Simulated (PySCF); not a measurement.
Calculation: ωB97X-D3(BJ)/def2-TZVP // B3LYP-D3(BJ)/def2-TZVP (PySCF 2.14.0). Gas-phase values, no solvent. 

Reference species (SMILES): `[SH]` (neutral, multiplicity 2).

The dipole moment comes out as 0.91 D.

Changed species: `O=[CH]` (radical fragment; the reference has radical fragment).

**Question.** Predict the effect on the dipole moment.

**Answer.** the dipole moment rises by 0.77 D, to 1.68 D.
